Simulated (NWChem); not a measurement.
System: tetrafluoromethane (CF4); SMILES FC(F)(F)F

NWChem input:

```
start job
memory heap 200 mb stack 900 mb global 1100 mb
geometry units angstroms noautosym nocenter noautoz
  F     -0.891122    -0.754919     0.605759
  C     -0.000001     0.000000    -0.000002
  F      0.866233    -0.763868    -0.630154
  F     -0.605276     0.783630    -0.866323
  F      0.630165     0.735159     0.890717
end
basis spherical
  F library pcsseg-1
  C library pcsseg-1
end
dft
  xc xpbe96 cpbe96
  iterations 150
end
property
  shielding 2 1 2
end
task dft property
```

Excerpt of the output:

```
             Northwest Computational Chemistry Package (NWChem) 7.3.0
             --------------------------------------------------------

                             Geometry "geometry" -> ""
                             -------------------------

 Output coordinates in angstroms (scale by  1.889725989 to convert to a.u.)

  No.       Tag          Charge          X              Y              Z
 ---- ---------------- ---------- -------------- -------------- --------------
    1 F                    9.0000    -0.89112200    -0.75491900     0.60575900
    2 C                    6.0000    -0.00000100     0.00000000    -0.00000200
    3 F                    9.0000     0.86623300    -0.76386800    -0.63015400
    4 F                    9.0000    -0.60527600     0.78363000    -0.86632300
    5 F                    9.0000     0.63016500     0.73515900     0.89071700

 Effective nuclear repulsion energy (a.u.)     206.5833512650

  pbe96 is a nonlocal functional; adding pw91lda local functional.
                              NWChem Property Module
                              ----------------------

  itol2e modified to match energy
  convergence criterion.

                                 NWChem DFT Module
                                 -----------------

 Summary of "ao basis" -> "ao basis" (spherical)
 ------------------------------------------------------------------------------
       Tag                 Description            Shells   Functions and Types
 ---------------- ------------------------------  ------  ---------------------
 F                          pcsseg-1                 7       17   3s3p1d
 C                          pcsseg-1                 7       17   3s3p1d

  itol2e modified to match energy
  convergence criterion.

            General Information
            -------------------
          SCF calculation type: DFT
          Wavefunction type:  closed shell.
          No. of atoms     :     5
          No. of electrons :    42
           Alpha electrons :    21
            Beta electrons :    21
          Charge           :     0
          Spin multiplicity:     1
          Use of symmetry is: off; symmetry adaption is: off
          Maximum number of iterations: 150
          AO basis - number of functions:    85
                     number of shells:    35
          Convergence on energy requested:  1.00D-07
          Convergence on density requested:  1.00D-05
          Convergence on gradient requested:  5.00D-04

              XC Information
              --------------
          PerdewBurkeErnzerhof Exchange Functional  1.000
            Perdew 1991 LDA Correlation Functional  1.000 local
           PerdewBurkeErnz. Correlation Functional  1.000 non-local

             Grid Information
             ----------------
          Grid used for XC integration:  fine
          Radial quadrature: Mura-Knowles
          Angular quadrature: Lebedev.
          Tag              B.-S. Rad. Rad. Pts. Rad. Cut. Ang. Pts.
          ---              ---------- --------- --------- ---------
          F                   0.50       70           6.0       590
          C                   0.70       70           5.0       590
          Grid pruning is: on
          Number of quadrature shells:   350
          Spatial weights used:  Erf1

      Superposition of Atomic Density Guess
      -------------------------------------

 Sum of atomic energies:        -435.11560762

      Non-variational initial energy
      ------------------------------

 Total energy =    -436.518292
 1-e energy   =   -1018.452794
 2-e energy   =     375.351151
 HOMO         =      -0.590496
 LUMO         =       0.279854

   convergence    iter        energy       DeltaE   RMS-Dens  Diis-err
 ---------------- ----- ----------------- --------- --------- ---------
 d= 0,ls=0.0,diis     1   -436.8130403734 -6.43D+02  1.72D-02  2.62D+00
 d= 0,ls=0.0,diis     2   -436.4058987280  4.07D-01  1.06D-02  8.45D+00
 d= 0,ls=0.0,diis     3   -437.0525567826 -6.47D-01  1.23D-03  4.87D-02
 d= 0,ls=0.0,diis     4   -437.0543206708 -1.76D-03  5.29D-04  1.72D-02
 d= 0,ls=0.0,diis     5   -437.0554519590 -1.13D-03  2.06D-05  1.52D-05
  Resetting Diis
 d= 0,ls=0.0,diis     6   -437.0554531771 -1.22D-06  1.40D-06  1.58D-07
 d= 0,ls=0.0,diis     7   -437.0554531884 -1.13D-08  1.69D-07  3.64D-10

         Total DFT energy =     -437.055453188425
      One electron energy =    -1017.867956059106
           Coulomb energy =      421.108504948017
    Exchange-Corr. energy =      -46.879353342369
 Nuclear repulsion energy =      206.583351265033

 Numeric. integr. density =       41.999999252705

                       DFT Final Molecular Orbital Analysis
                       ------------------------------------

 Vector   19  Occ=2.000000D+00  E=-3.772411D-01
              MO Center= -2.4D-01, -2.0D-01, -2.9D-01, r^2= 2.0D+00
   Bfn.  Coefficient  Atom+Function         Bfn.  Coefficient  Atom+Function
  ----- ------------  ---------------      ----- ------------  ---------------
    58      0.266639  4 F  px                61      0.235677  4 F  px
     7     -0.219950  1 F  px                43      0.214099  3 F  pz
     8      0.203190  1 F  py                42     -0.201536  3 F  py
    10     -0.194410  1 F  px                46      0.189238  3 F  pz
    11      0.179596  1 F  py                45     -0.178134  3 F  py

 Vector   20  Occ=2.000000D+00  E=-3.772406D-01
              MO Center=  5.8D-02,  3.7D-01, -3.0D-02, r^2= 2.0D+00
   Bfn.  Coefficient  Atom+Function         Bfn.  Coefficient  Atom+Function
  ----- ------------  ---------------      ----- ------------  ---------------
    76     -0.270173  5 F  py                59      0.261682  4 F  py
    79     -0.238801  5 F  py                62      0.231296  4 F  py
    43     -0.172251  3 F  pz                60      0.171085  4 F  pz
    46     -0.152250  3 F  pz                63      0.151219  4 F  pz
    73     -0.146024  5 F  py                56      0.141435  4 F  py

 Vector   21  Occ=2.000000D+00  E=-3.772404D-01
              MO Center=  1.8D-01, -1.7D-01,  3.2D-01, r^2= 2.0D+00
   Bfn.  Coefficient  Atom+Function         Bfn.  Coefficient  Atom+Function
  ----- ------------  ---------------      ----- ------------  ---------------
    75      0.258527  5 F  px                 9      0.246661  1 F  pz
    78      0.228508  5 F  px                12      0.218019  1 F  pz
    41     -0.213144  3 F  px                77     -0.195577  5 F  pz
    44     -0.188394  3 F  px                 8      0.174205  1 F  py
    42     -0.173679  3 F  py                80     -0.172867  5 F  pz

 Vector   22  Occ=0.000000D+00  E= 1.217086D-01
              MO Center= -2.4D-05, -1.6D-05, -7.8D-05, r^2= 2.1D+00
   Bfn.  Coefficient  Atom+Function         Bfn.  Coefficient  Atom+Function
  ----- ------------  ---------------      ----- ------------  ---------------
    20      1.883910  2 C  s                  3     -0.544089  1 F  s
    37     -0.544110  3 F  s                 54     -0.544121  4 F  s
    71     -0.544056  5 F  s                 19      0.489397  2 C  s
    10     -0.249110  1 F  px                80      0.248996  5 F  pz
    44      0.242176  3 F  px                63     -0.242188  4 F  pz

[...]

          -----------------------------------------
          Chemical Shielding Tensors (GIAO, in ppm)
          -----------------------------------------

                                NWChem CPHF Module
                                ------------------

  scftype          =     RHF
  nclosed          =       21
  nopen            =        0
  variables        =     1344
  # of vectors     =        3
  tolerance        = 0.10D-03
  level shift      = 0.00D+00
  max iterations   =       50
  max subspace     =       30

 SCF residual:    4.6954932470167553E-005

Iterative solution of linear equations
  No. of variables     1344
  No. of equations        3
  Maximum subspace       30
        Iterations       50
       Convergence  1.0D-04

   iter   nsub   residual    time
   ----  ------  --------  ---------
     1      3    5.54D-06      15.8

      Atom:    1  F
        Diamagnetic
    477.1837     10.6488     -8.5448
     10.6488    473.6349     -7.2388
     -8.5448     -7.2388    470.4222

        Paramagnetic
   -221.5028     48.9655    -39.2911
     48.9655   -237.8213    -33.2858
    -39.2911    -33.2858   -252.5935

        Total Shielding Tensor
    255.6809     59.6144    -47.8359
     59.6144    235.8136    -40.5246
    -47.8359    -40.5246    217.8287

           isotropic =     236.4411
          anisotropy =     153.3905

          Principal Components and Axis System
                 1           2           3
              338.7014    185.3110    185.3108

      1         0.6773     -0.7068     -0.2041
      2         0.5738      0.3339      0.7478
      3        -0.4604     -0.6236      0.6318

      Atom:    2  C
        Diamagnetic
    245.6153     -0.0000     -0.0000
     -0.0000    245.6153     -0.0000
     -0.0000     -0.0000    245.6153

        Paramagnetic
   -198.3519     -0.0001      0.0000
     -0.0001   -198.3521      0.0000
      0.0000      0.0000   -198.3521

        Total Shielding Tensor
     47.2634     -0.0001     -0.0000
     -0.0001     47.2632      0.0000
     -0.0000      0.0000     47.2633

           isotropic =      47.2633
          anisotropy =       0.0002

          Principal Components and Axis System
                 1           2           3
               47.2634     47.2633     47.2632

      1         0.9027      0.0198      0.4299
      2        -0.4296     -0.0153      0.9029
      3        -0.0245      0.9997      0.0053
```

Level: PBE/pcSseg-1, GIAO. The geometry was optimised at PBE0/def2-SVP. The printed shielding anisotropy is the first printed principal value minus the mean of the other two.
